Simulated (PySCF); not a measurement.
## Nitrogen: a sound run and one with changed settings

Sound run: N [He] 2s2 2p3, N⁺ [He] 2s2 2p2. All numbers are calculated (PySCF 2.14, scalar relativity by spin-free X2C-1e, in x2c-TZVPall (5s3p2d1f, 31 functions)). In the sound run the correlated levels freeze 1s2. The sound run starts from symmetry-adapted Hartree-Fock orbitals and uses a fine grid where one is needed.

Changed run: initial guess atom, at most 50 SCF cycles.

| species | method | sound run (hartree) | changed run (hartree) | converged |
| --- | --- | --- | --- | --- |
| N | UHF | -54.43200 | -54.43200 | yes |
| N | B3LYP | -54.63396 | -54.63396 | yes |
| N | CCSD(T) | -54.54525 | -54.54525 | yes |
| N⁺ | MN15 | -54.04889 | -54.04889 | yes |
| N⁺ | MP2 | -53.99196 | -53.99196 | yes |

Here the plain start reaches the same solutions.
